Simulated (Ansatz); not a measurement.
# CClSi: the cost of one run

The runs use Ansatz 0.2.0, Gaussian basis; def2-QZVPP, core rule «outside noble gas», up to 11 orbitals frozen.

To be run: UHF; ROHF; CCSD(T) on UHF.

3 further runs of the same task are left out: 1 that didn't finish, 2 set aside as unsound or not needed.

**1. The system**

The geometry is a PBE0/def2-TZVP stationary point (not a proven minimum) of the parent state, kept for this charge and spin.

3 atoms, charge 0, spin multiplicity 6.

Atoms are counted from 1 here; the program's logs count them from 0.

Bond lengths: C1–Si2 1.858 Å, Si2–Cl3 2.076 Å. Angles: C1–Si2–Cl3 103.7°.

**2. UHF**

Input file in.yaml:

```yaml
crystal:
  periodic: [false, false, false]
  atoms:
    - {symbol: C, position_ang: [0.000000, -0.896812, 1.818922]}
    - {symbol: Si, position_ang: [0.000000, 0.607235, 0.728623]}
    - {symbol: Cl, position_ang: [0.000000, -0.177225, -1.193419]}
basis:
  gaussian: {orbitals: "def2-QZVPP.json"}
magnetization: {spin_polarized: true, initial_magnetization: 5}
hamiltonian: {xc: hf}
output: {orbitals: {seedname: orbitals}}
```

Launch:

```console
$ ansatz run in.yaml --threads 1 --pin off --events-out ev --progress --plain --max-ram 2393MiB
```

Q: Estimate wall time and peak memory on 1 thread of Arm Neoverse V2, shared host.

About 6 s, with a peak of 0.43 GiB.
